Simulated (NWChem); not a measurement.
**Lowest excitation of dimethyl ether (C$_{2}$H$_{6}$O)**

```xyz
9

C     -1.1611     0.0000    -0.1881
O      0.0000     0.0000     0.5778
C      1.1611     0.0000    -0.1881
H     -1.2330    -0.8952    -0.8395
H     -1.2330     0.8952    -0.8395
H     -2.0215     0.0000     0.4963
H      1.2330    -0.8952    -0.8395
H      2.0215     0.0000     0.4963
H      1.2330     0.8952    -0.8395
```
Charge 0, spin multiplicity 1.

The numbers come from NWChem runs, not from measurements. The geometry was optimised at PBE0/def2-SVP, a minimum by its harmonic frequencies.

Basis set: def2-SVP.

```json
[
 {"method": "CIS", "lowest vertical singlet excitation energy (eV)": "10.20", "relative cost": "1", "difference from EOM-CCSD": "+1.80"},
 {"method": "TD-PBE", "lowest vertical singlet excitation energy (eV)": "6.78", "relative cost": "under 3", "difference from EOM-CCSD": "-1.63"},
 {"method": "TD-B3LYP", "lowest vertical singlet excitation energy (eV)": "7.49", "relative cost": "3", "difference from EOM-CCSD": "-0.92"},
 {"method": "TD-PBE0", "lowest vertical singlet excitation energy (eV)": "7.79", "relative cost": "3", "difference from EOM-CCSD": "-0.62"},
 {"method": "EOM-CCSD", "lowest vertical singlet excitation energy (eV)": "8.41", "relative cost": "10", "difference from EOM-CCSD": "0.00"}
]
```

The values span 3.42 eV, from TD-PBE (lowest) to CIS (highest). Costs are rough ratios of processor time within this set of runs, SCF included, with CIS as 1.

The correlated methods keep 3 core orbitals frozen. B3LYP has NWChem's definition, with VWN1-RPA local correlation. No row is a measurement; the coupled-cluster row has its own basis-set and correlation limits.
